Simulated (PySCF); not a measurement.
AlH₂⁺ at several levels of theory

All levels use the PBE0 minimum (singlet; Al–H 1.554 Å (×2); H–Al–H 180.0°), basis [Al def2-TZVP, H def2-TZVP], no relativity, density fitting, no spin–orbit coupling, PySCF. For vertical energies the ionised species is a doublet (spins chosen at PBE0 and kept) and the electron-attached one a doublet. Open shells are unrestricted, also as the reference of the correlated levels. A dash marks a value that was not computed or is not defined at that level.

Coordinates in bohr (charge 1 multiplicity 1):
```
Al    0.0000    0.0000    0.0000
H     0.0000    0.0000    2.9361
H     0.0000    0.0000   -2.9361
```

```
    level  vertical IP (eV)  vertical EA (eV)  −ε(HOMO) (eV)  gap (eV)
     PBE0             19.03              6.23          16.16      8.04
  CCSD(T)             19.15              6.00              –         –
       HF             18.34              5.57          19.27     14.03
      PBE             18.91              6.27          14.91      5.91
   r2SCAN             18.93              6.34          15.20      6.65
    B3LYP             19.11              6.19          15.99      7.57
    TPSSh             19.01              6.19          15.63      7.21
      MP2             19.13              5.86              –         –
BHandHLYP             19.06              6.00          17.37     10.04
   PBEsol             18.82              6.24          14.81      5.83
```

For AlH₂⁺ itself CCSD(T) correlates 4 electrons; T1 = 0.010, D1 = 0.019, (T) = -2 kJ/mol.

Problem. Which levels differ least and most from CCSD(T) in the vertical IP?

Solution. Least: MP2 (-0.02 eV); most: HF (-0.81 eV).

Spin contamination in at least one species weakens the values at: HF, MP2.
